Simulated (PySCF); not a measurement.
Species: C₂H₄S (charge -1 and doublet state).
Numbering: `[CH3:1][CH:2][S-:3]` (hydrogens: H4, H5, H6 on C1; H7 on C2)

Structure used (GFN2-xTB), in Å, numbered top down from 1:
```
atom  x, y, z in Å
C1    -0.6389   -0.1644    0.1114
C2     0.6972    0.3456   -0.3194
S3     2.0620   -0.6749   -0.3268
H4    -0.8242   -0.0602    1.1981
H5    -1.4515    0.3749   -0.3979
H6    -0.7238   -1.2244   -0.1321
H7     0.8826    1.4084   -0.1604
```

Theory: PySCF 2.14.0, UKS B3LYP, pcH-1 on C H S, non-relativistic, mean-field spin-orbit, GIAO. Whether the extra electron is bound in the gas phase wasn't checked; a finite basis holds it in any case. The geometry wasn't refined by DFT: couplings that depend on bond lengths, twists or pyramidal angles can differ widely from those at the functional's own minimum, by a factor of two or more for some ions and for spin on atoms past the first row.

Task: Predict the first-order ENDOR lines of H4/H5/H6 and H7 under fast tumbling at B = 3359.1 mT (W band).

Result: For S = 1/2 in fast tumbling each set of equivalent nuclei gives two lines, ν± = |νn ± a/2| to first order, with νn = g_N μN B/h and μN/h = 7.62259 MHz/T.

```tsv
nuclei	isotope	g_N	νn (MHz)	a_iso (MHz)	lower line (MHz)	upper line (MHz)
H4/H5/H6	1H	5.5857	143.02	44.13	120.96	165.09
H7	1H	5.5857	143.02	-27.76	129.14	156.90
```

Task: Which pairs are centred on the nuclear Larmor frequency, and which on half the coupling?

Result: Centred on νn, since |a| < 2νn: H4/H5/H6 and H7. No pair has |a| > 2νn.

Task: At what field would the lower line of H4/H5/H6 fall to zero frequency?

Result: Where νn = |a|/2, that is B = 22.07 MHz/(5.5857 × 7.62259 MHz/T) = 518 mT, as far as first order holds there.

Class means assume fast exchange of nuclei equivalent by connectivity; if that motion is slow, each nucleus keeps its own coupling. The three 1H nuclei of mean +44.1 MHz run from 10.2 to 88.6 MHz in the frozen geometry.
